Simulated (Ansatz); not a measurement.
H3O2Si, SMILES `[O][SiH2]O` radical, 6 atoms. Charge 0, multiplicity 2. All runs use 2 threads of a server CPU on a shared host. Correlated methods freeze the cores. Open-shell runs search over several starts.

Give the basis size and wall time and peak host memory of each of these runs in Ansatz. UKS PBE0-D4/def2-SVP energy; UKS CAM-B3LYP-D4/def2-TZVPP energy; UKS r2SCAN0-D4/def2-TZVPP energy; UKS PBE0-D4/def2-TZVP relaxation (8 steps); UKS ωB97M-V/def2-QZVPP energy; UHF-CCSD(T)/def2-TZVPP energy; UHF-CCSD(T)/def2-SVP energy; direct RPA on PBE orbitals/def2-TZVPP energy; UKS PBE0-D4/def2-QZVPP energy; UKS B3LYP-D4/def2-TZVPP energy and forces; UKS PBE0-D4/def2-TZVP frequencies; UHF-MP2/def2-QZVPP energy. (Best estimate.)

Computed: Other jobs shared the machine, so times are rough.

```csv
level,job,functions,wall time,peak host memory (GiB)
UKS PBE0-D4/def2-SVP,energy,61,3.1 s,0.14
UHF-CCSD(T)/def2-SVP,energy,61,6 s,0.23
direct RPA on PBE orbitals/def2-TZVPP,energy,146,8.5 s,0.33
UKS CAM-B3LYP-D4/def2-TZVPP,energy,146,9 s,0.42
UKS B3LYP-D4/def2-TZVPP,energy and forces,146,11 s,0.4
UKS r2SCAN0-D4/def2-TZVPP,energy,146,15 s,0.44
UKS PBE0-D4/def2-QZVPP,energy,274,23 s,0.93
UHF-MP2/def2-QZVPP,energy,274,51 s,0.87
UKS PBE0-D4/def2-TZVP,relaxation (8 steps),117,52 s,0.32
UKS ωB97M-V/def2-QZVPP,energy,274,53 s,1.1
UKS PBE0-D4/def2-TZVP,frequencies,117,73 s,0.31
UHF-CCSD(T)/def2-TZVPP,energy,146,87 s,2.1
```

B3LYP here is the variant with VWN-RPA as its local correlation; programs differ in this.
